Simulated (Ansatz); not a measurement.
Relaxation of C₂H₃ClF (7 atoms, charge 1, multiplicity 1), to a largest force component of 0.02 eV/Å in at most 40 steps.

The calculation used RKS PBE-D4/cc-pVDZ in Ansatz 0.2.0.

```xyz
7
Properties=species:S:1:pos:R:3
F 1.021 1.346 0.164
C -0.103 0.621 0.041
C 0.180 -0.800 -0.050
Cl -0.920 -1.968 -0.205
H -0.658 1.003 -0.843
H -0.763 0.871 0.900
H 1.243 -1.074 -0.006
```

Task: Where does it end, and by what steps?

Result: It converged. Limits of this set-up: the dipole of an ion depends on the origin. After 4 steps the energy has fallen by 0.078 eV; H7 moved furthest, 0.06 Å.

```csv
step,energy less start (eV),largest force component (eV/Å),accepted
0,0.0000,0.894,yes
1,-0.0611,0.409,yes
2,-0.0698,0.424,yes
3,-0.0775,0.047,yes
4,-0.0776,0.014,yes
```

```xyz
7
Properties=species:S:1:pos:R:3
F 1.041 1.400 0.168
C -0.078 0.654 0.045
C 0.208 -0.778 -0.047
Cl -0.953 -1.928 -0.205
H -0.687 0.959 -0.856
H -0.792 0.825 0.902
H 1.261 -1.132 -0.008
```

Whether the end is a true minimum wasn't checked by a vibrational analysis.

Run time: 21 s on 1 CPU thread of a shared host.
